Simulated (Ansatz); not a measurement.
Born–Oppenheimer molecular dynamics of H6NSi (8 atoms, charge 0, multiplicity 2). It starts at the highest image of a converged band, a first-order saddle point between two minima.

Theory: Ansatz, UKS r2SCAN/def2-SVP.

* ensemble: NVE (velocity Verlet)
* time step: 0.5 fs
* steps asked: 200
* starting velocities drawn for: 100 K
* seed: 5265

First frame:

```xyz
8
Properties=species:S:1:pos:R:3
H -0.608 0.005 -0.117
N -0.971 -0.644 -1.573
Si 0.344 0.456 1.039
H -0.296 -0.079 -2.115
H -0.447 -1.524 -1.432
H -0.438 1.053 2.162
H 1.310 1.464 0.506
H 1.107 -0.730 1.531
```

Task: How far do the bonds stretch over the last three quarters of this one trajectory? (Pairs bonded in most of those frames.)

Result: 
| bond | mean (Å) | spread (Å) | shortest | longest |
| --- | --- | --- | --- | --- |
| H1–Si3 | 1.501 | 0.020 | 1.47 | 1.54 |
| N2–H4 | 1.036 | 0.011 | 1.02 | 1.05 |
| N2–H5 | 1.036 | 0.008 | 1.02 | 1.05 |
| Si3–H6 | 1.493 | 0.011 | 1.48 | 1.51 |
| Si3–H7 | 1.493 | 0.006 | 1.48 | 1.50 |
| Si3–H8 | 1.495 | 0.014 | 1.47 | 1.52 |

Mean temperature of the second half: 141 K. The conserved energy stayed within 0.043 meV per atom of its start (net change 0.017 meV per atom), so the integration is sound. The kinetic energy rose, since the run started high on the potential surface and went downhill. It ends in pieces (H2N + H4Si), so much of that is their flight and rotation, not heat. A run of 0.1 ps of so small a system gives no equilibrium averages.

Run time: 4.9 min on 2 threads of AMD EPYC 7R43 64-Core Processor (Zen 3), with other jobs on the host, peak memory 0.18 GiB.
